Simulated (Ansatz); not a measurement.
A basis-limit estimate, worked out

An elementary step of CH9NSi, closed shell (CH₆Si ([CH3][SiH3]) + NH₃ → SiNH₅ ([NH2][SiH3]) + CH₄; bonds formed: Si1–N7, C2–H6; bonds broken: Si1–C2, H6–N7). “Start” is the structure reached by relaxing down from the saddle towards the reactants; PBE0-D4/def2-TZVP structures. The saddle:

Si1  (-0.994, 0.033, -0.449)
C2  (0.743, -1.078, 0.679)
H3  (-1.962, 0.942, -1.188)
H4  (-1.770, -0.242, 0.784)
H5  (-0.771, -1.012, -1.478)
H6  (0.817, 0.425, 0.238)
N7  (0.336, 1.347, -0.289)
H8  (1.025, -0.870, 1.721)
H9  (1.646, -1.404, 0.145)
H10  (0.084, -1.950, 0.718)
H11  (0.753, 1.657, -1.160)
H12  (0.093, 2.152, 0.279)
(Å)

Computed with Ansatz 0.2.0 (basis: def2-TZVPP and def2-QZVPP); correlated methods freeze the cores.

Energies in eV:

| quantity | saddle | start |
| --- | --- | --- |
| Hartree–Fock, triple zeta (X = 3) | -10515.33971 | -10518.37083 |
| Hartree–Fock, quadruple zeta (X = 4) | -10515.72686 | -10518.75811 |
| MP2 correlation, X = 3 | -15.85843 | -15.14113 |
| MP2 correlation, X = 4 | -16.88716 | -16.16270 |
| CCSD(T) correlation, X = 3 | -17.70780 | -17.06322 |

Q: Work out the barrier at the basis limit: extrapolate Hartree–Fock as E(X) = E∞ + A exp(−7.88 √X) and the MP2 correlation as E(X) = E∞ + B X^−2.97 (the exponents that Neese and Valeev fitted for def2-TZVPP and QZVPP), then add CCSD(T) − MP2 in triple zeta.

A: Each step is linear, so take the differences first (saddle − start): Hartree–Fock 3.03112 (X = 3) and 3.03125 (X = 4); MP2 correlation -0.71730 and -0.72446; CCSD(T) correlation -0.64458.
Two points give E∞ = E(4) + w [E(4) − E(3)], with w = 1/(exp(7.88 (2 − √3)) − 1) = 0.1377 for Hartree–Fock and w = 1/((4/3)^2.97 − 1) = 0.7407 for the correlation.
Hartree–Fock: 3.03125 + 0.1377 × 0.00013 = 3.0313 eV.
MP2 correlation: -0.72446 + 0.7407 × (-0.00716) = -0.7298 eV.
CCSD(T) − MP2: -0.64458 − (-0.71730) = 0.0727 eV.
Sum: 3.0313 + (-0.7298) + 0.0727 = 2.3742 eV, or 54.75 kcal/mol. Plain CCSD(T) in triple zeta gives 2.3865 eV, so the larger basis shifts the result by -0.0123 eV.

The T1 diagnostic stays at or below 0.011.

Labels in which every atom is bracketed show which atoms are joined, not bond orders.

For scale, one of the runs: CCSD(T)/def2-TZVPP, 230 basis functions (an equivalent command: `ansatz run in.yaml --threads 4`). The run took 65 s on 4 CPU threads (shared host), with 3.9 GiB of host memory at its peak.
